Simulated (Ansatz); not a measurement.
# The standard entropy of CS (carbon monosulfide) from a frequency calculation

A linear singlet with charge 0, relaxed at wB97M-V/def2-TZVPD (Ansatz 0.2.0):

```xyz
2

C     0.0000    0.0000    0.0060
S     0.0000    0.0000    1.5289
```

Harmonic wavenumbers in cm⁻¹: 1356.

Masses in u: C 12.011, S 32.06. Take T = 298.15 K, p = 1 bar, R = 8.3145 J/(mol K), kT/hc = 207.22 cm⁻¹, rigid rotor and harmonic oscillator.

Compute the standard molar entropy.


1. Translation (Sackur–Tetrode): S = R[3/2 ln M + 5/2 ln T − 1.1517] with M = 44.071 gives 156.1 J/(mol K).
2. Rotation: the moment of inertia is 20.264 u Å², so B = 16.8576/I = 0.8319 cm⁻¹; σ = 1; q = kT/(σhcB) = 249.1; S = R(ln q + 1) = 54.2.
3. Vibration: with u = ν̃/207.22, each mode gives R[u/(eᵘ − 1) − ln(1 − e⁻ᵘ)]; the sum is 0.1, most from 1356 cm⁻¹ (0.1).
4. Electronic: R ln 1 = 0.0, from the spin multiplicity alone.
5. Sum: 156.1 + 54.2 + 0.1 + 0.0 = 210.4 J/(mol K).

The tabulated value is 210.6 J/(mol K) (CRC Handbook of Chemistry and Physics): the model is off by -0.2.
